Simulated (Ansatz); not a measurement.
```yaml
crystal:
  periodic: [false, false, false]
  atoms:
    - {symbol: B, position_ang: [0.000000, 0.000000, 0.000000]}
    - {symbol: C, position_ang: [0.000000, 0.000000, 1.488000]}
basis:
  gaussian: {orbitals: def2-TZVP}
magnetization: {spin_polarized: true, initial_magnetization: 3}
hamiltonian: {xc: pbe0}
relax: {f_tol: 0.004, max_steps: 80}
```

```sh
$ ansatz run in.yaml --threads 1 --pin off --events-out ev --progress --plain --max-ram 2176MiB
```

Steps of the relaxation (energy above the last step; positions in Å, forces in eV/Å):

```
2
step 1, 1.4 meV
B     0.000    0.000    0.000    0.000    0.000    0.284
C     0.000    0.000    1.488    0.000    0.000   -0.284
```

```
2
step 2, 0.2 meV
B     0.000    0.000    0.003    0.000    0.000    0.108
C     0.000    0.000    1.485    0.000    0.000   -0.108
```

```
2
step 3, 0.0 meV
B     0.000    0.000    0.005    0.000    0.000   -0.002
C     0.000    0.000    1.483    0.000    0.000    0.002
```

Close pairs at the end: B1–C2 1.478 Å.

A stationary point of unrestricted PBE0 after 3 steps, with ⟨S²⟩ = 3.754 against 3.75 for a pure state. 2.9 s on 1 thread of Intel Xeon Platinum 8375C, shared host.
